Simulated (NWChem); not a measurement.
Molecule: acetylene (C₂H₂); SMILES C#C

```xyz
4

C      0.0000     0.0000    -0.5985
C      0.0000     0.0000     0.5985
H      0.0000     0.0000    -1.6633
H      0.0000     0.0000     1.6633
```
Atoms are numbered in this order, from 1.

Program: NWChem. All runs use the structure optimised with PBE0-D3(BJ)/def2-TZVP.

### Question
Taking CAM-B3LYP/def2-QZVP as the yardstick, which of these has the fewest basis functions while keeping “highest occupied level (eV)” within 0.05 eV of it: CAM-B3LYP/STO-3G; CAM-B3LYP/def2-SVPD; CAM-B3LYP/def2-SVP; CAM-B3LYP/def2-TZVPP; CAM-B3LYP/def2-TZVP?

### Answer
CAM-B3LYP/def2-SVPD.
| level | basis functions | highest occupied level (eV) |
|---|---|---|
| CAM-B3LYP/STO-3G | 12 | -8.03 |
| CAM-B3LYP/def2-SVP | 38 | -9.70 |
| CAM-B3LYP/def2-SVPD | 56 | -9.84 |
| CAM-B3LYP/def2-TZVP | 74 | -9.84 |
| CAM-B3LYP/def2-TZVPP | 90 | -9.85 |
| CAM-B3LYP/def2-QZVP | 174 | -9.86 |

The yardstick is one finite set, not the basis-set limit.
